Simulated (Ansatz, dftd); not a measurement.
Species: C₂H₃O, charge 0, doublet. C2H3O (SMILES O1[CH]C1, doublet).
B3LYP-D3(BJ)/def2-TZVP minimum from Ansatz (a quantum-chemistry and plane-wave program):
```xyz
6

C     -0.0023     0.7447    -0.3759
O      0.0458     0.0944     0.8207
C      0.0483    -0.6990    -0.4192
H     -0.7822     1.4623    -0.6108
H     -0.8485    -1.2960    -0.5529
H      0.9884    -1.1956    -0.6312
```
Charge 0, spin multiplicity 2.

Quantity: atomisation energy (electronic, to ground-state atoms), in kcal/mol. Radicals and triplets start from unrestricted determinants; spin-orbit coupling is neglected. Cores are frozen in correlated methods. Rows without X2C or -DK are non-relativistic. CBS(X,Y): correlation extrapolated as X^-3, Hartree-Fock from the larger set (Q,5: extrapolated as (X+1)exp(-9√X)). A bracket is a step between two methods taken in the basis named. Functionals run without relativity, which enters their misses. Double hybrids freeze cores in their MP2 part. '+ core + X2C': CCSD(T) terms for core correlation (cc-pwCVTZ) and scalar relativity (cc-pVTZ-DK). Where a partner has so few electrons that a lower coupled-cluster level is exact, that level stands in.

```json
[
 {"level": "PBE-D3(BJ)/def2-TZVPD", "program": "Ansatz + dftd3", "atomisation energy (kcal/mol)": "565.5", "difference against the last row": "24.7"},
 {"level": "r2SCAN-D4/def2-TZVPD", "program": "Ansatz + dftd4", "atomisation energy (kcal/mol)": "547.3", "difference against the last row": "6.5"},
 {"level": "CAM-B3LYP-D3(BJ)/def2-TZVPD", "program": "Ansatz + dftd3", "atomisation energy (kcal/mol)": "543.4", "difference against the last row": "2.6"},
 {"level": "CAM-B3LYP/def2-TZVPD", "program": "Ansatz", "atomisation energy (kcal/mol)": "542.4", "difference against the last row": "1.6"},
 {"level": "B2PLYP-D4/def2-TZVPD", "program": "Ansatz + dftd4", "atomisation energy (kcal/mol)": "535.7", "difference against the last row": "-5.1"},
 {"level": "MP2/aug-cc-pVQZ", "program": "Ansatz", "atomisation energy (kcal/mol)": "547.7", "difference against the last row": "6.9"},
 {"level": "CCSD/cc-pVDZ", "program": "Ansatz", "atomisation energy (kcal/mol)": "484.8", "difference against the last row": "-56.0"},
 {"level": "CCSD(T)/aug-cc-pVDZ", "program": "Ansatz", "atomisation energy (kcal/mol)": "497.9", "difference against the last row": "-42.9"},
 {"level": "CCSD(T)/cc-pV5Z", "program": "Ansatz", "atomisation energy (kcal/mol)": "535.4", "difference against the last row": "-5.4"},
 {"level": "CCSD(T)/CBS(aug-cc-pVTZ,aug-cc-pVQZ) + core + X2C", "program": "Ansatz", "atomisation energy (kcal/mol)": "540.5", "difference against the last row": "-0.3"},
 {"level": "CCSD(T)/CBS(cc-pVQZ,cc-pV5Z) + core + X2C", "program": "Ansatz", "atomisation energy (kcal/mol)": "540.1", "difference against the last row": "-0.7"},
 {"level": "CCSDT(Q)/cc-pVDZ", "program": "Ansatz", "atomisation energy (kcal/mol)": "493.0", "difference against the last row": "-47.8"},
 {"level": "CCSD(T)/CBS(cc-pVQZ,cc-pV5Z) + [CCSDT(Q) - CCSD(T)]/cc-pVDZ + core + X2C", "program": "Ansatz", "atomisation energy (kcal/mol)": "540.8", "difference against the last row": "0.0"}
]
```
